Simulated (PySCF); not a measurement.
Compound: C3H3ClO.
SMILES: `C=CC(=O)Cl`

Torsions of this conformer, `[CH2:1]=[CH:2][C:3](=[O:4])[Cl:5]`: C1–C2–C3–O4 2°.

The closed-shell ground state was solved at several levels (PySCF, density fitting, gas phase, non-relativistic). The structure is a single PBE0-D3(BJ)/def2-SVP conformer in the gas phase; no vibrational or solvent corrections.

```csv
level,basis functions,HOMO (eV),LUMO (eV),gap (eV),dipole (D)
B3LYP/def2-TZVP,179,-8.33,-2.57,5.76,3.11
B3LYP/cc-pVTZ,196,-8.31,-2.52,5.79,3.10
B3LYP/6-31G*,80,-8.09,-2.20,5.89,3.21
```

Question: What might B3LYP/aug-cc-pVTZ-J (312 basis functions) give for the same quantities?

Answer: HOMO -8.38 eV, LUMO -2.65 eV, gap 5.73 eV, dipole 3.13 D.

Question: Over all these levels, which gives the widest orbital gap and which the narrowest?

Answer: B3LYP/6-31G* has the widest, 5.89 eV, and B3LYP/aug-cc-pVTZ-J the narrowest, 5.73 eV. From the narrowest to the widest the HOMO moves by +0.29 eV and the LUMO by +0.45 eV.

Question: How much does the basis alone move the frontier levels among the 4 B3LYP rows (the withheld one included)?

Answer: The HOMO by 0.29 eV and the LUMO by 0.45 eV. By rising basis size (HOMO, LUMO in eV): 6-31G* -8.09, -2.20; def2-TZVP -8.33, -2.57; cc-pVTZ -8.31, -2.52; aug-cc-pVTZ-J -8.38, -2.65.

Question: How far do the dipole and the HOMO energy spread over the levels?

Answer: The dipole runs from 3.10 to 3.21 D (mean 3.14 D) and the HOMO from -8.38 to -8.09 eV.
